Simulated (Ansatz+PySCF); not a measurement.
A calculation with Ansatz (development build ahead of 0.2.0).

```yaml
crystal:
  periodic: [false, false, false]
  atoms:
    - { symbol: H, position_ang: [0.0, 0.0, -1.27449] }
    - { symbol: Cl, position_ang: [0.0, 0.0, 0.07497] }
basis:
  gaussian: { orbitals: "6-31G" }
hamiltonian:
  xc: hf
correlation:
  method: mp2
  frozen_orbitals: { Cl: 5, H: 0 }
```

The input is written out in the form of the current development build from the run's settings.

Results

```yaml
Converged: yes
Reference_energy: -460.03567 hartree
Correlation_energy: -0.04969 hartree
Total_energy: -460.08536 hartree
Spin_squared_of_the_determinant: 0.000
Occupied_orbitals_by_symmetry_in_an_Abelian_subgroup_alpha;_beta: 5 A1 2 B1 2 B2; 5 A1 2 B1 2 B2
```
